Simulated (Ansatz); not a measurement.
System: 1T (CdI2-type) HfS2. Method: LDA (Ansatz, a program for electronic structure, PAW).

Numerical settings: plane-wave cutoff 520 eV, 12×12×6 k mesh (along the axes of the cell as run), scalar-relativistic PAW data made under PBE.

Computed at the level's own relaxed cell.

Elastic tensor (GPa, Voigt notation, ions relaxed):

```
  150.9    27.4     7.4    -2.8     0.0     0.0
   27.4   150.9     7.4     2.8     0.0     0.0
    7.4     7.4    44.9     0.0     0.0     0.0
   -2.8     2.8     0.0    12.7     0.0     0.0
    0.0     0.0     0.0     0.0    12.7    -2.8
    0.0     0.0     0.0     0.0    -2.8    61.8
```

### Question
Work out the Voigt, Reuss and Hill averages of the bulk and shear moduli, Young's modulus and Poisson's ratio from the printed constants.

### Answer
K_V = [C11 + C22 + C33 + 2(C12 + C13 + C23)]/9 = [346.7 + 2 × 42.2]/9 = 47.9 GPa. G_V = [346.7 − 42.2 + 3 × 87.2]/15 = 37.7 GPa. From the compliances S = C⁻¹, K_R = 33.1 and G_R = 21.9 GPa. Hill means: K = 40.5, G = 29.8 GPa. E = 9KG/(3K + G) = 72 GPa, ν = (3K − 2G)/(6K + 2G) = 0.20, K/G = 1.36.

Measured, for comparison: elastic constant C33 39.4 GPa (temperature not stated, not corrected to a static lattice; as tabulated in Björkman et al. (2012), arXiv:1206.3542). Computed (rounded) less measured: elastic constant C33 +14 %.

Spin–orbit coupling is not included.

The computed numbers hold no vibrational or temperature effects.
